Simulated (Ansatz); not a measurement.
**Relaxing GaW2**

Computed with DFT PBE, scalar-relativistic, plane waves, PAW in Ansatz 0.2.0. Cutoff 420 eV, Γ-centred k mesh, Gaussian smearing, no spin polarisation in the final step.

The start puts GaW2 on the MoSi2 (C11b) structure type (I4/mmm, No. 139), with Ga in place of Mo, W in place of Si, at a guessed volume.

```
CELL_PARAMETERS angstrom
-1.69569 1.69569 4.15974
1.69569 -1.69569 4.15974
1.69569 1.69569 -4.15974
ATOMIC_POSITIONS crystal
Ga 0.00000 0.00000 0.00000
W 0.66500 0.66500 0.00000
W 0.33500 0.33500 0.00000
```

Cell and atoms relax at zero pressure; the relaxation can't lower the symmetry of the start. After a coarse first stage the cell is made exact in the group found at 0.06 Å.

The zero of energy is the elements' standard structures at the same level; no fitted shifts are applied.

Which crystal results?

It keeps I4/mmm (No. 139). The result has the MoSi2 (C11b) structure. Conventional cell: a = 3.296 Å, c = 8.694 Å. Ga has 10 W at 2.77–2.85 Å and 4 Ga at 3.30 Å; W is coordinated by 4 W at 2.70 Å, 5 Ga at 2.77–2.85 Å, 1 W at 2.99 Å and 4 W at 3.30 Å.

```
Ga W
1.0
    -1.64776    1.64776    4.34699
     1.64776   -1.64776    4.34699
     1.64776    1.64776   -4.34699
Ga W
1 2
Direct
  0.00000 0.00000 0.00000
  0.67192 0.67192 0.00000
  0.32808 0.32808 0.00000
```

What are its volume, energy, density and gap?

The volume per atom is 15.74 Å³ and the density is 15.38 g/cm³. The energy over the elements is 0.16 eV/atom. The gap on the 20×20×20 mesh is 0 eV (a metal).

The final run used a 20×20×20 mesh on its 3-atom cell and 0.10 eV smearing. The k mesh leaves about 4 meV/atom of noise in metals. Spin–orbit coupling is left out. A structure relaxed within its symmetry needn't be a true minimum.

Cost: 3 runs of about 4.1 core-minutes in all, on Arm Neoverse V1 (shared hosts).